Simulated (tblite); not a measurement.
# GFN1-xTB run of C3H4F2 (SMILES C=C(F)CF)

Wanted: a geometry optimisation of C3H4F2. The job is set up through a Python script.

The calculation is run with tblite 0.8.0.

11 further runs of the same task are left out: 11 set aside as unsound or not needed.

### Step 1. The molecule

C3H4F2: 9 atoms, total charge 0, spin state singlet. SMILES: `C=C(F)CF`. The coordinates come from a GFN2-xTB relaxation. This is one conformer, not always the lowest. The run starts from this shape.

Bond lengths: C1–C2 1.317 Å, C2–F3 1.353 Å, C2–C4 1.500 Å, C4–F5 1.365 Å, C1–H6 1.074 Å, C1–H7 1.074 Å, C4–H8 1.097 Å, C4–H9 1.098 Å. Some angles: C1–C2–F3 121.1°, C1–C2–C4 128.1°, F3–C2–C4 110.8°, C2–C4–F5 111.0°, C2–C1–H6 121.3°, C2–C1–H7 120.2°, C2–C4–H8 110.5°, C2–C4–H9 110.5°, F5–C4–H8 107.7°, F5–C4–H9 107.7°.

### Step 2. A geometry optimisation at GFN1-xTB

File molecule.xyz:

```xyz
9

C     -0.136910     0.966870     1.015940
C      0.352630    -0.077550     0.381310
F      1.384880    -0.785580     0.894430
C     -0.089550    -0.653740    -0.931080
F     -1.129340     0.059220    -1.454080
H      0.268510     1.287180     1.958000
H     -0.955010     1.520650     0.594830
H      0.732080    -0.626880    -1.658130
H     -0.427300    -1.690170    -0.801220
```

File script.py:

```python
"""GFN1-xTB geometry optimisation"""
import json
import numpy as np
from tblite.interface import Calculator
from tblite.interface import symbols_to_numbers
from scipy.optimize import minimize

symbols = list(map(str, np.loadtxt("molecule.xyz", skiprows=2, usecols=0, dtype=str, ndmin=1)))
numbers = np.array(symbols_to_numbers(symbols))
positions = np.loadtxt("molecule.xyz", skiprows=2, usecols=(1, 2, 3), ndmin=2) / 0.5291772

xtb = Calculator("GFN1-xTB", numbers, positions, charge=0, uhf=0)
xtb.set("verbosity", 0)
xtb.set("accuracy", 0.01)
last, frames, energies, grads = [None], [], [], []

def fun(x):
    xtb.update(x.reshape(-1, 3))
    last[0] = xtb.singlepoint(last[0])
    return float(last[0].get('energy')), last[0].get('gradient').ravel()

def show(x):
    e, g = fun(x)
    frames.append(x.reshape(-1, 3).tolist())
    energies.append(e)
    grads.append(g.reshape(-1, 3).tolist())
    print(f"{len(energies) - 1:4d} {e:16.9f} {np.abs(g).max():12.3e} {np.linalg.norm(g):12.3e}")

print("step      energy/Eh       max grad     grad norm")
show(positions.ravel())
opt = minimize(fun, positions.ravel(), jac=True, method="BFGS", callback=show, options={"gtol": 3e-05, "maxiter": 500})
print("converged:", opt.success, "-", opt.message)
fun(opt.x)
result = last[0]
final = opt.x.reshape(-1, 3)
print("final geometry (angstrom)")
for s, p in zip(symbols, final * 0.529177210903):
    print(f"{s:<2} {p[0]:12.6f} {p[1]:12.6f} {p[2]:12.6f}")
print(f"E(total): {result.get('energy') * 27.211386:.8f} eV")
eps = np.atleast_2d(result.get("orbital-energies")) * 27.211386
occ = np.atleast_2d(result.get("orbital-occupations"))
filled = occ.sum(axis=0) if eps.shape[0] == 1 else occ[0]
homo = np.nonzero(filled > 0.5)[0].max()
print(f"HOMO {eps[0, homo]:.4f} eV")
if homo + 1 < eps.shape[1]:
    print(f"LUMO {eps[0, homo + 1]:.4f} eV, gap {eps[0, homo + 1] - eps[0, homo]:.4f} eV")
mu = result.get("dipole") * 2.541746
print(f"|mu|: {np.linalg.norm(mu):.4f} D, components " + " ".join(f"{c:.4f}" for c in mu))
q = result.get("charges")
print("Charges:", " ".join(f"{s}{i + 1}={c:+.4f}" for i, (s, c) in enumerate(zip(symbols, q))))
out = {k: np.asarray(result.get(k)).tolist() for k in ("energy", "gradient", "charges", "dipole", "orbital-energies", "orbital-occupations")}
out.update(symbols=symbols, positions=(positions * 0.529177210903).tolist(), final=final.tolist(), frames=frames, step_energies=energies, grads=grads, success=bool(opt.success))
json.dump(out, open("results.json", "w"))
```

Run with:

```
$ python script.py
```

What values should one expect? Wanted: total energy at the end; dipole moment; HOMO energy; LUMO energy; HOMO–LUMO gap.

Answer, from the run:

Level: GFN1-xTB.

```
               quantity         value
total energy at the end  -18.75369 Eh
          dipole moment        0.47 D
            HOMO energy     -12.29 eV
            LUMO energy      -6.88 eV
          HOMO–LUMO gap       5.41 eV
```

What this shows: At the final geometry: Bond lengths: C1–C2 1.317 Å, C2–F3 1.340 Å, C2–C4 1.499 Å, C4–F5 1.363 Å, C1–H6 1.079 Å, C1–H7 1.078 Å, C4–H8 1.097 Å, C4–H9 1.097 Å. Some angles: C1–C2–F3 121.0°, C1–C2–C4 128.3°, F3–C2–C4 110.7°, C2–C4–F5 109.4°, C2–C1–H6 121.7°, C2–C1–H7 120.5°, C2–C4–H8 111.0°, C2–C4–H9 111.0°, F5–C4–H8 107.9°, F5–C4–H9 107.9°. The optimisation took 28 steps and changed the energy by -0.008 eV. Mulliken charges run from -0.28 on F5 to +0.24 on C2.
